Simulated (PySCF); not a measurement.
## First-order multiplets

Mapped SMILES: `[CH3:1][CH:2]([CH3:3])[NH2:4]` (H(Xn): hydrogen on atom n).

PySCF 2.14 calculation with B3LYP/pcJ-1 coupling constants (spin–dipole term only in couplings to heteroatoms), PBE0/pcSseg-1 with gauge-including orbitals and geometry from PBE0-D3(BJ)/def2-SVP; non-relativistic Hamiltonian, equivalent nuclei averaged, in vacuum, one conformer.

Chemical shifts δ = σref − σ; ¹H (31.27 ppm) vs TMS, all at this level.

Spectrometer: 600 MHz for ¹H. First-order analysis; couplings under 1 Hz (under 4 Hz in carbon signals) are ignored, and nearly equal couplings are merged; the smaller ones broaden or split the lines further.

Question: What pattern does H(C1)/H(C3) show (¹H)?

Answer: A doublet at δ 0.97: 6.7 Hz to H(C2) (1 × ¹H, 3 bonds away). Lines in Hz from the centre (relative intensity): +3.4 (1), -3.4 (1). The outer lines are 6.7 Hz apart, the sum of the couplings kept, or 0.011 ppm at this field.

Question: What pattern does H(C2) show (¹H)?

Answer: A septet at δ 3.08: 6.7 Hz to H(C1)/H(C3) (6 × ¹H, 3 bonds away). Lines in Hz from the centre (relative intensity): +20.1 (1), +13.4 (6), +6.7 (15), +0.0 (20), -6.7 (15), -13.4 (6), -20.1 (1). The outer lines are 40.2 Hz apart, the sum of the couplings kept, or 0.067 ppm at this field.

OH/NH shifts are gas-phase values; hydrogen bonding in solution moves them, usually downfield. Unscaled 3J(H,H) at this level run about 9 % above measured values.
